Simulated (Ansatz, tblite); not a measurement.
Cost and result up the ladder for Si₂H₄ (6 atoms). Charge 0, multiplicity 1. Geometry: PBE-D4/def2-TZVP.

Cartesian coordinates in Å:
```
Si -0.998 0.247 0.352
Si 0.998 -0.247 -0.352
H 1.560 0.515 -1.507
H -1.559 -0.515 1.508
H 1.423 -1.678 -0.357
H -1.423 1.678 0.356
```

Ansatz on 4 threads of Arm Neoverse V1 on a shared host; xTB runs through tblite on one thread. Times are rough, summed over both states, and most runs start from the orbitals of an earlier one. No level here is sound enough to serve as a yardstick. The other state is a doublet.

The xTB rows come from tblite. Correlated methods freeze 10 core orbitals. The structure comes from a short search, and lower isomers may exist.

Run but left out: HF/def2-TZVPP (singlet: restricted singlet, unstable towards broken spin symmetry).

Correlated methods converge slowly with the basis.

Raw xTB energies of ions are shifted by several eV.

```tsv
level	functions	wall time	vertical IE (eV)	remarks
GFN2-xTB	22	0.004 s	10.98	–
GFN1-xTB	26	0.005 s	12.38	–
PBE-D4/def2-TZVP (with forces)	98	1.2 s	8.21	–
PBE0-D4/def2-TZVP	98	1.5 s	8.12	restricted SCF unstable in HF (singlet)
r2SCAN-D4/def2-TZVP	98	2.7 s	8.14	restricted SCF unstable in HF (singlet)
CCSD(T)/def2-TZVPP	140	11 s	8.26	restricted SCF unstable (singlet)
```
